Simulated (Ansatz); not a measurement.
```yaml
crystal:
  periodic: [false, false, false]
  atoms:
    - {symbol: P, position_ang: [0.002716, 0.000141, -0.059379]}
    - {symbol: H, position_ang: [-0.052075, 0.992629, 0.914233]}
    - {symbol: H, position_ang: [-0.031383, -0.996947, 0.910470]}
basis:
  gaussian: {orbitals: def2-TZVP}
magnetization: {spin_polarized: true, initial_magnetization: 1}
hamiltonian: {xc: pbe0}
relax: {f_tol: 0.004, max_steps: 80}
```

```sh
$ ansatz run in.yaml --threads 1 --pin off --events-out ev --progress --plain --max-ram 2176MiB
```

Steps of the relaxation (energy above the last step; positions in Å, forces in eV/Å):

```
3
step 1, 23.1 meV
P     0.003    0.000   -0.059    0.044    0.002   -0.969
H    -0.052    0.993    0.914   -0.028    0.541    0.485
H    -0.031   -0.997    0.910   -0.017   -0.543    0.483
```

```
3
step 2, 3.2 meV
P     0.003    0.000   -0.065    0.018    0.001   -0.386
H    -0.052    1.013    0.917   -0.011    0.168    0.194
H    -0.031   -1.018    0.913   -0.007   -0.169    0.193
```

```
3
step 3, 0.0 meV
P     0.003    0.000   -0.075   -0.001    0.000    0.016
H    -0.053    1.015    0.922    0.000    0.013   -0.008
H    -0.031   -1.020    0.918    0.001   -0.013   -0.008
```

```
3
step 5, 0.0 meV
P     0.003    0.000   -0.073    0.000    0.000    0.000
H    -0.053    1.018    0.921    0.000    0.000    0.000
H    -0.031   -1.022    0.917    0.000    0.000    0.000
```

Close pairs at the end: P1–H3 1.424 Å, P1–H2 1.424 Å.

A stationary point of unrestricted PBE0 after 5 steps, with ⟨S²⟩ = 0.757 against 0.75 for a pure state; no frequencies were run, so it isn't proven a minimum. 1.7 s on 1 thread of AMD EPYC 9R45, shared host.
